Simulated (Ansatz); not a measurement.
```yaml
crystal:
  periodic: [false, false, false]
  atoms:
    - {symbol: Al, position_ang: [0.000000, 0.000000, 0.000000]}
    - {symbol: Se, position_ang: [0.000000, 0.000000, 2.241300]}
basis:
  gaussian: {orbitals: def2-TZVP}
magnetization: {spin_polarized: true, initial_magnetization: 1}
hamiltonian: {xc: pbe0}
relax: {f_tol: 0.004, max_steps: 80}
```

```sh
$ ansatz run in.yaml --threads 1 --pin off --events-out ev --progress --plain --max-ram 2176MiB
```

Steps of the relaxation (energy above the last step; positions in Å, forces in eV/Å):

```
2
step 1, 48.8 meV
Al    0.000    0.000    0.000    0.000    0.000    1.140
Se    0.000    0.000    2.241    0.000    0.000   -1.140
```

```
2
step 2, 0.6 meV
Al    0.000    0.000    0.036    0.000    0.000    0.144
Se    0.000    0.000    2.205    0.000    0.000   -0.144
```

```
2
step 3, 0.0 meV
Al    0.000    0.000    0.041    0.000    0.000   -0.017
Se    0.000    0.000    2.201    0.000    0.000    0.017
```

```
2
step 5, 0.0 meV
Al    0.000    0.000    0.040    0.000    0.000    0.000
Se    0.000    0.000    2.201    0.000    0.000    0.000
```

Close pairs at the end: Al1–Se2 2.161 Å.

A stationary point of unrestricted PBE0 after 5 steps, with ⟨S²⟩ = 0.758 against 0.75 for a pure state. 12 s on 1 thread of Intel Xeon 6975P-C, shared host.
